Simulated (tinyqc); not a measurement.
A ladder of methods, and size consistency: correlation methods against full CI in the sto-3g basis, for H2O, spin multiplicity 1. Computed by the program tinyqc with PySCF. All electrons correlated; +Q is the Davidson correction (1 - c0^2) E_corr. The last columns treat two copies 100 angstrom apart as one system. FCI is the lowest singlet.

Geometry (angstrom):

| atom | x | y | z |
|---|---|---|---|
| O | 0.0000 | 0.0000 | 0.0000 |
| H | 0.0000 | 0.7420 | 0.6230 |
| H | 0.0000 | -0.8160 | 0.6850 |

RHF energy of one = -74.959348 hartree

Correlation energies (hartree):

| method | E_corr of one | share of FCI (%) | E_corr of two at 100 angstrom | two minus twice one (mhartree) |
|---|---|---|---|---|
| MP2 | -0.041610 | 70.8594 | -0.083221 | 0.0000 |
| CISD | -0.057672 | 98.2108 | -0.111746 | 3.5974 |
| CISD+Q | -0.059593 | 101.4821 | -0.118491 | 0.6946 |
| CCSD | -0.058580 | 99.7575 | -0.117160 | -3.59e-05 |
| CCSD(T) | -0.058652 | 99.8798 | -0.117304 | -3.58e-05 |
| FCI | -0.058723 | 100.0000 | - | - |

What does the comparison show, and why?

MP2 recovers 71 %, CISD 98.2 % and CCSD 99.8 % of the FCI value (c0^2 = 0.967 in CISD). MP2 and coupled cluster are size consistent, so their last column vanishes; CISD loses 3.60 mhartree, since a double excitation on each copy is a quadruple of the pair, and the Davidson correction leaves +0.69.
